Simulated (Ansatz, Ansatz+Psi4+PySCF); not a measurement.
```yaml
atoms:
  - { symbol: O, position_ang: [-0.0001, 0.0000, 1.1587] }
  - { symbol: H, position_ang: [0.0004, 0.7581, 1.7196] }
  - { symbol: H, position_ang: [0.0004, -0.7581, 1.7196] }
```

Basis set: cc-pVTZ (spherical functions). Frozen core: 1 orbital. Charge 0, multiplicity 1.

Computed with Ansatz (development build ahead of 0.2.0); each method stands on the lowest determinant of its kind that the runs found. Restricted open shells among the atoms or ions are ROHF, correlated in semicanonical orbitals with singles.

The atomization energy at this shape (free ground-state atoms in the same class of orbitals less the molecule, no zero-point energy) of singlet H2O:

```tsv
method	atomization energy
RHF	662.8 kJ/mol
```

(1) What does RHF-MP2 give?

## Answers

(1) 953.7 kJ/mol.
